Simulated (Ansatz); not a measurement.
**Counterpoise correction, worked out**

The pair of NH3 (SMILES N, atoms 1–4) and CH6Si (SMILES C[SiH3], atoms 5–12), both closed shells, in one local arrangement (a lower one may exist), relaxed at PBE0-D4/def2-TZVP:

```
12
angstrom
N -0.1247 0.0438 -2.6145
H 0.7951 0.0426 -2.1912
H -0.5670 0.9239 -2.3820
H -0.6590 -0.6939 -2.1726
C -0.4784 0.7703 1.3134
Si 0.5582 -0.7621 1.0430
H -0.8068 1.1842 0.3578
H 0.0929 1.5380 1.8397
H -1.3650 0.5394 1.9078
H -0.2197 -1.8069 0.3224
H 1.0064 -1.3326 2.3419
H 1.7681 -0.4468 0.2346
```

Computed with Ansatz 0.2.0 (basis: def2-TZVPPD); correlated methods freeze the cores.

CCSD(T) total energies in eV:

| system | geometry | basis functions | energy |
| --- | --- | --- | --- |
| pair | pair | all | -10535.48500 |
| NH3 | as in the pair | all (partner as ghosts) | -1536.86707 |
| CH6Si | as in the pair | all (partner as ghosts) | -8998.58421 |
| NH3 | as in the pair | its own | -1536.85967 |
| CH6Si | as in the pair | its own | -8998.57816 |
| NH3 | free (PBE0-D4 minimum) | its own | -1536.86075 |
| CH6Si | free (PBE0-D4 minimum) | its own | -8998.57853 |

Problem. Work out the interaction energy with and without the counterpoise correction, the superposition error, and the binding energy from the relaxed fragments.

Solution. Without correction: -10535.48500 − (-1536.85967) − (-8998.57816) = -0.04717 eV.
With correction (each fragment in the whole basis): -10535.48500 − (-1536.86707) − (-8998.58421) = -0.03372 eV = -0.78 kcal/mol.
The superposition error is the difference, 0.01345 eV, 29 % of the uncorrected value: each fragment borrows its partner's functions.
Deformation from the free shapes: 0.00108 eV for NH3 and 0.00037 eV for CH6Si.
Binding energy from relaxed fragments: -0.03372 + 0.00108 + 0.00037 = -0.03227 eV = -0.74 kcal/mol (electronic, without zero-point energy; negative means bound). For comparison, the corrected interaction energy by CCSD(T) at an estimated basis limit (MP2 extrapolated from triple and quadruple zeta, plus CCSD(T) − MP2 in triple zeta) is -0.042 eV; triple zeta with the correction binds less.

No T1 diagnostic of these runs exceeds 0.010.

For scale, one of the runs: CCSD(T)/def2-TZVPPD, 275 basis functions, launched by `ansatz run in.yaml --threads 4 --pin off --events-out ev --progress --plain --max-ram 9574MiB`. The run took 73 s on 4 CPU threads of an Intel Xeon Platinum 8259CL (shared host), with 7.3 GiB of host memory at its peak.
